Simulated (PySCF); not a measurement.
## TDDFT excited states: C3H10NP

C₃H₁₀NP.
SMILES: `CP(C)(C)=N`

Theory: TDDFT PBE0/def2-SVPD, vertical, gas phase, core orbitals frozen in the response (PySCF 2.14.0, density-fitted response routines). Isolated species at its PBE0-D3(BJ)/def2-SVP geometry, gas phase.

```csv
state,E (eV),E (kJ/mol),λ (nm),f,"main configurations (H = HOMO, L = LUMO)"
S1,5.38,519,230.5,0.035,H→L (96%)
S2,6.36,613,195.1,0.0061,"H→L+1 (72%), H→L+3 (15%)"
S3,6.41,618,193.4,0.038,H-1→L (96%)
S4,6.66,642,186.2,0.021,H→L+2 (96%)
S5,6.69,646,185.3,0.0015,"H→L+3 (60%), H→L+1 (21%), H→L+4 (14%)"
S6,6.80,656,182.3,0.0007,"H→L+4 (76%), H→L+3 (16%)"
```

The lowest singlet comes at 230 nm (519 kJ/mol) in the ultraviolet; it is of moderate strength; its leading configuration is HOMO→LUMO (96%). The strongest level in the table is S3 at 6.41 eV (193 nm, f = 0.038). Löwdin shares by element: HOMO nitrogen 63%, phosphorus 16%, hydrogen 7% or more, carbon 6% or more; LUMO carbon 42%, hydrogen 9% or more (atoms not listed hold the other 49%). Weighted by f, the mean energy of these states is 6.11 eV. Of the 6 states listed, 3 reach f = 0.01 and none stays under 0.0005. The listed states span 1.42 eV, and the widest gap between neighbours is 0.98 eV (S1 to S2). Singlets were solved by full linear response.
